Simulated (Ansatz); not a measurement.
The same path of BFH2 + H2 (6 atoms, charge 0, multiplicity 1) was run twice with different band settings. Lost on the way: H5–H6. Made: B1–H6, F2–H5.

Method: Ansatz, RKS PBE/def2-SVP.

Relaxed end points:

```xyz
6
Properties=species:S:1:pos:R:3
B -0.065 0.505 -0.821
F 1.256 0.616 -0.770
H -0.530 -0.450 -1.418
H -0.727 1.374 -0.283
H 0.413 -0.967 1.627
H -0.347 -1.079 1.665
```

```xyz
6
Properties=species:S:1:pos:R:3
B -0.505 0.094 -0.239
F 1.350 0.091 0.090
H -0.546 -0.492 -1.303
H -0.741 1.285 -0.195
H 1.167 -0.414 0.869
H -0.726 -0.564 0.778
```

Common settings: movable images 5; climbing image yes; spring 5.0 eV/Å²; optimiser quadratic models (default); start path through a guess of the saddle point; iteration limit 60; end points relaxed.

| run | force threshold |
| --- | --- |
| 1 | 0.05 eV/Å |
| 2 | 0.2 eV/Å |

Q: What does each run give, and how far can it be trusted?

A: Run 1: converged after 11 iterations, highest image 1.366 eV above the first end. A vibrational analysis at the climbing image gives one clearly imaginary mode, 822i cm⁻¹: a first-order saddle point.
Run 2: converged after 10 iterations, highest image 1.366 eV above the first end. The threshold of 0.2 eV/Å is loose, so the images may lie well off the minimum-energy path. Another band between the same ends (5 images) ends at a top of the same energy, where a vibrational analysis finds 1 clearly imaginary mode.
The orbitals stay closed-shell, which can raise the energy where a bond breaks towards radicals; this wasn't checked here.
